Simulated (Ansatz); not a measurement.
Forces away from equilibrium

SiNH4 (SMILES [NH][SiH3]), doublet, displaced at random from its PBE0-D4/def2-TZVP minimum.

N1  (0.604, -0.841, 0.927)
Si2  (-0.218, 0.337, -0.133)
H3  (0.930, -1.590, 0.339)
H4  (-1.318, -0.307, -0.872)
H5  (0.772, 0.903, -1.077)
H6  (-0.748, 1.430, 0.731)
(Å)

Program: Ansatz 0.2.0. Basis: def2-TZVPP. Cores are frozen in the correlated methods; orbitals are unrestricted.

CCSD(T) forces from the calculation:
```
atom      Fx      Fy  Fz (eV/Å)
  N1  -0.449   0.783      0.044
 Si2   0.166   0.189      0.684
  H3   0.348  -0.724     -0.336
  H4  -0.110  -0.065     -0.101
  H5   0.011  -0.006     -0.085
  H6   0.034  -0.178     -0.206
```

Root-mean-square difference of the force components from those of CCSD(T): PBE-D4 0.196; r2SCAN-D4 0.103; PBE0-D4 0.107; wB97M-V 0.080 eV/Å.

The T1 diagnostic stays at or below 0.015. ⟨S²⟩ of the unrestricted Hartree–Fock references: 0.76 (a pure state has 0.75).

For scale, one of the runs: CCSD(T)/def2-TZVPP forces, 129 basis functions (an equivalent command: `ansatz run in.yaml --threads 2`). The run took 96 s on 2 CPU threads (shared host), with 2.2 GiB of host memory at its peak.
